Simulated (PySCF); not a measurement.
**BH2Cl (SMILES BCl) at CCSDT/STO-6G**

What is the energy change on altering one bond length of BH2Cl at CCSDT/STO-6G? 

The calculation is run with PySCF 2.14.0.

8 further runs of the same task are left out: 8 set aside as unsound or not needed.

## Step 1: The molecule

The species is BH2Cl (4 atoms), meant as a singlet with charge 0. As SMILES, `BCl`. The shape is that of a PBE0-D4/def2-TZVP optimisation.

Bond lengths: B1–Cl2 1.733 Å, B1–H3 1.190 Å, B1–H4 1.190 Å. Angles: Cl2–B1–H3 118.1°, Cl2–B1–H4 118.1°, H3–B1–H4 123.7°.

## Step 2: A single-point energy at CCSDT/STO-6G

The input, input.py:

```python
from pyscf import gto, scf, cc

mol = gto.M(
    atom='''
B   -0.116700   0.021700  -0.075300
Cl   1.365000  -0.395300   0.721200
H   -1.106200  -0.559500   0.240400
H   -0.086600   0.872800  -0.906600
''',
    max_memory=1860,
    basis='sto-6g',
    spin=0,
    verbose=3,
)

mf = scf.RHF(mol)
mf.conv_tol = 1e-10
mf.kernel()
if not mf.converged:
    mf = mf.newton().run(mf.mo_coeff, mf.mo_occ)

mycc = cc.CCSDT(mf, frozen=6)
mycc.kernel()
etot = mycc.e_tot
print('E(%s) = %.9f' % ('CCSDT', etot))
```

Launch:

```sh
$ OMP_NUM_THREADS=1 python input.py
```

The program printed:

```text
converged SCF energy = -483.791962626822
_make_eris_incore_RCCSDT

WARN: A large `blksize` is being used, which may cause large memory consumption
      for storing contraction intermediates. If memory is sufficient, consider using
      `pyscf.cc.rccsdt_highm.RCCSDT` instead.

WARN: A large `blksize_oovv` is being used, which may cause large memory consumption
      for storing contraction intermediates. If memory is sufficient, consider using
      `pyscf.cc.rccsdt_highm.RCCSDT` instead.

WARN: A large `blksize_oooo` is being used, which may cause large memory consumption
      for storing contraction intermediates. If memory is sufficient, consider using
      `pyscf.cc.rccsdt_highm.RCCSDT` instead.

RCCSDT converged
E(RCCSDT) = -483.8536484984766   E_corr = -0.06168587165414469
E_corr(same-spin) = -0.00572311776642968
E_corr(oppo-spin) = -0.055962753887715
E(CCSDT) = -483.853648498
```

Wall time 0.97 s (1 thread of Arm Neoverse V1, shared host); peak memory 0.1 GiB.

## Step 3: The distorted shape at the same level

The input, calc.py:

```python
from pyscf import gto, scf, cc

system = gto.M(
    atom='''
B   -0.152820  -0.999606   0.922247
Cl   1.328880  -1.416606   1.718747
H   -1.142320  -1.580806   1.237947
H   -0.086600   0.872800  -0.906600
''',
    basis='sto-6g',
    max_memory=1860,
    spin=0,
    verbose=4,
)

mf = scf.RHF(system)
mf.conv_tol = 1e-10
mf.kernel()
if not mf.converged:
    mf = mf.newton().run(mf.mo_coeff, mf.mo_occ)

mycc = cc.CCSDT(mf, frozen=6)
mycc.kernel()
energy = mycc.e_tot
print('Final energy', energy)
```

Launch:

```sh
$ OMP_NUM_THREADS=1 python calc.py
```

The program printed:

```text
PySCF version 2.14.0

[INPUT] num. atoms = 4
[INPUT] num. electrons = 24
[INPUT] charge = 0
[INPUT] spin (= nelec alpha-beta = 2S) = 0
[INPUT] symmetry False subgroup None
[INPUT] Mole.unit = angstrom
[INPUT] Symbol           X                Y                Z      unit          X                Y                Z       unit  Magmom
[INPUT]  1 B     -0.152820000000  -0.999606000000   0.922247000000 AA   -0.288787946356  -1.888981572472   1.742794249202 Bohr   0.0
[INPUT]  2 Cl     1.328880000000  -1.416606000000   1.718747000000 AA    2.511219252412  -2.676997366416   3.247961107418 Bohr   0.0
[INPUT]  3 H     -1.142320000000  -1.580806000000   1.237947000000 AA   -2.158671946613  -2.987290396069   2.339380786727 Bohr   0.0
[INPUT]  4 H     -0.086600000000   0.872800000000  -0.906600000000 AA   -0.163650282387   1.649352961520  -1.713225704531 Bohr   0.0

nuclear repulsion = 35.2995517418222
number of shells = 10
number of NR pGTOs = 96
number of NR cGTOs = 16
basis = sto-6g
ecp = {}

******** <class 'pyscf.scf.hf.RHF'> ********
method = RHF
initial guess = minao
damping factor = 0
level_shift factor = 0
DIIS = <class 'pyscf.scf.diis.CDIIS'>
diis_start_cycle = 1
diis_space = 8
diis_damp = 0
SCF conv_tol = 1e-10
SCF conv_tol_grad = None
SCF max_cycles = 50
direct_scf = True
direct_scf_tol = 1e-13
Set gradient conv threshold to 1e-05
Initial guess from minao.
init E= -483.184584346899
  HOMO = -0.146121664022856  LUMO = 0.02784325116466  gap/eV = 4.73383
cycle= 1 E= -483.316191820032  delta_E= -0.132  |g|= 0.438  |ddm|= 2.13
  HOMO = -0.199413574797752  LUMO = 0.000301849712750879  gap/eV = 5.43453
cycle= 2 E= -483.367802560864  delta_E= -0.0516  |g|= 0.402  |ddm|= 1.87
  HOMO = -0.201860575437621  LUMO = 0.0844191079753147  gap/eV = 7.79007
cycle= 3 E= -483.472699707758  delta_E= -0.105  |g|= 0.0341  |ddm|= 0.907
  HOMO = -0.231285319496063  LUMO = 0.110930631850467  gap/eV = 9.31217
cycle= 4 E= -483.473732328977  delta_E= -0.00103  |g|= 0.00913  |ddm|= 0.098
  HOMO = -0.22409990611999  LUMO = 0.104199229064576  gap/eV = 8.93347
cycle= 5 E= -483.473787836794  delta_E= -5.55e-05  |g|= 0.00125  |ddm|= 0.0201
  HOMO = -0.22480545851146  LUMO = 0.105083307168493  gap/eV = 8.97673
cycle= 6 E= -483.473789300657  delta_E= -1.46e-06  |g|= 0.000211  |ddm|= 0.00401
  HOMO = -0.224648608848138  LUMO = 0.104867857653346  gap/eV = 8.96660
cycle= 7 E= -483.473789349189  delta_E= -4.85e-08  |g|= 3.97e-05  |ddm|= 0.000794
  HOMO = -0.224634648123626  LUMO = 0.104864363898027  gap/eV = 8.96612
cycle= 8 E= -483.473789350446  delta_E= -1.26e-09  |g|= 5.68e-06  |ddm|= 0.000123
  HOMO = -0.224635746207795  LUMO = 0.104863029114139  gap/eV = 8.96612
cycle= 9 E= -483.473789350479  delta_E= -3.31e-11  |g|= 1.08e-06  |ddm|= 1.87e-05
  HOMO = -0.224634642681058  LUMO = 0.104862574083477  gap/eV = 8.96608
Extra cycle  E= -483.473789350479  delta_E= -4.55e-13  |g|= 6.64e-07  |ddm|= 3.2e-06
converged SCF energy = -483.473789350479

******** <class 'pyscf.cc.rccsdt.RCCSDT'> ********
RCCSDT nocc = 6, nmo = 10
Allocating only the i<=j<=k part of the T3 amplitude in memory
frozen orbitals 6
max_cycle = 50
conv_tol = 1e-07
conv_tol_normt = 1e-06
diis with the T3 amplitude
diis_space = 6
diis_start_cycle = 0
diis_start_energy_diff = 1e+09
einsum_backend: numpy
_make_eris_incore_RCCSDT
blksize  6    blksize_oovv  4    blksize_oooo  4    blksize_vvvv  1

WARN: A large `blksize` is being used, which may cause large memory consumption
      for storing contraction intermediates. If memory is sufficient, consider using
      `pyscf.cc.rccsdt_highm.RCCSDT` instead.

WARN: A large `blksize_oovv` is being used, which may cause large memory consumption
      for storing contraction intermediates. If memory is sufficient, consider using
      `pyscf.cc.rccsdt_highm.RCCSDT` instead.

WARN: A large `blksize_oooo` is being used, which may cause large memory consumption
      for storing contraction intermediates. If memory is sufficient, consider using
      `pyscf.cc.rccsdt_highm.RCCSDT` instead.

Approximate memory usage estimate
    T3 memory                28.0 KB
    R3 memory                28.0 KB
    Symmetrized T3 memory    21.0 KB
    ERIs memory              78.1 KB
    T1-ERIs memory           78.1 KB
    Intermediates memory     78.1 KB
    Block workspace          80.0 KB
    T3 einsum buffer         80.0 KB
Total estimated memory        471 KB
Init t2, MP2 energy = -483.592295110502  E_corr(MP2) -0.118505760023
Init E_corr(RCCSDT) = -0.118505760022923
cycle =  1  E_corr(RCCSDT) = -0.158452952468  dE = -3.994719244463e-02  norm(d tamps) = 1.82015976e-01
cycle =  2  E_corr(RCCSDT) = -0.179928425965  dE = -2.147547349791e-02  norm(d tamps) = 8.52601455e-02
cycle =  3  E_corr(RCCSDT) = -0.187704466572  dE = -7.776040606439e-03  norm(d tamps) = 3.54934882e-02
cycle =  4  E_corr(RCCSDT) = -0.191523226001  dE = -3.818759428976e-03  norm(d tamps) = 1.71054071e-02
cycle =  5  E_corr(RCCSDT) = -0.191621066499  dE = -9.784049803763e-05  norm(d tamps) = 4.60746688e-03
cycle =  6  E_corr(RCCSDT) = -0.191870764557  dE = -2.496980582369e-04  norm(d tamps) = 2.91597284e-03
cycle =  7  E_corr(RCCSDT) = -0.192052218346  dE = -1.814537886978e-04  norm(d tamps) = 8.41174019e-04
cycle =  8  E_corr(RCCSDT) = -0.192000461908  dE =  5.175643776109e-05  norm(d tamps) = 3.88046574e-04
cycle =  9  E_corr(RCCSDT) = -0.191993488810  dE =  6.973098562901e-06  norm(d tamps) = 1.44904979e-04
cycle = 10  E_corr(RCCSDT) = -0.191992507865  dE =  9.809448300035e-07  norm(d tamps) = 4.77685555e-05
cycle = 11  E_corr(RCCSDT) = -0.191994410793  dE = -1.902927854514e-06  norm(d tamps) = 2.34226077e-05
cycle = 12  E_corr(RCCSDT) = -0.191994694445  dE = -2.836523379512e-07  norm(d tamps) = 1.08742844e-05
cycle = 13  E_corr(RCCSDT) = -0.191994803613  dE = -1.091678033804e-07  norm(d tamps) = 4.34560824e-06
cycle = 14  E_corr(RCCSDT) = -0.191994901003  dE = -9.739003054010e-08  norm(d tamps) = 2.34253005e-06
cycle = 15  E_corr(RCCSDT) = -0.191994868765  dE =  3.223769745597e-08  norm(d tamps) = 1.33548228e-06
cycle = 16  E_corr(RCCSDT) = -0.191994850829  dE =  1.793573048414e-08  norm(d tamps) = 4.32155433e-07
RCCSDT converged
E(RCCSDT) = -483.6657842013086   E_corr = -0.1919948508292984
E_corr(same-spin) = -0.00593601482202808
E_corr(oppo-spin) = -0.18605883600727
Final energy -483.6657842013086
```

Wall time 1.1 s (1 thread of Arm Neoverse V1, shared host); peak memory 0.1 GiB.

## Step 4: Outcome

At CCSDT/STO-6G, 6 core orbitals frozen:

| quantity | value |
| --- | --- |
| first shape: total energy | -483.85365 Eh |
| first shape: dipole moment (Hartree–Fock density) | 1.51 D |
| first shape: HOMO energy (Hartree–Fock orbitals) | -10.69 eV |
| first shape: LUMO energy (Hartree–Fock orbitals) | 5.48 eV |
| first shape: HOMO–LUMO gap (Hartree–Fock orbitals) | 16.17 eV |
| first shape: correlation energy (6 core orbitals frozen) | -61.7 mEh |
| first shape: T1 diagnostic | 0.014 |
| distorted shape: total energy | -483.66578 Eh |
| distorted shape: dipole moment (Hartree–Fock density) | 1.21 D |
| distorted shape: HOMO energy (Hartree–Fock orbitals) | -6.11 eV |
| distorted shape: LUMO energy (Hartree–Fock orbitals) | 2.85 eV |
| distorted shape: HOMO–LUMO gap (Hartree–Fock orbitals) | 8.97 eV |
| distorted shape: correlation energy (6 core orbitals frozen) | -192.0 mEh |
| distorted shape: T1 diagnostic | 0.020 |
| energy change with the B1–H4 bond stretched from 1.190 to 2.618 Å | 5.112 eV |

In words: With the B1–H4 bond stretched from 1.190 to 2.618 Å the energy rises by 5.11 eV (493 kJ/mol). The first shape isn't relaxed at this level, so the change isn't measured from a minimum. The minimal basis adds a large error of its own.
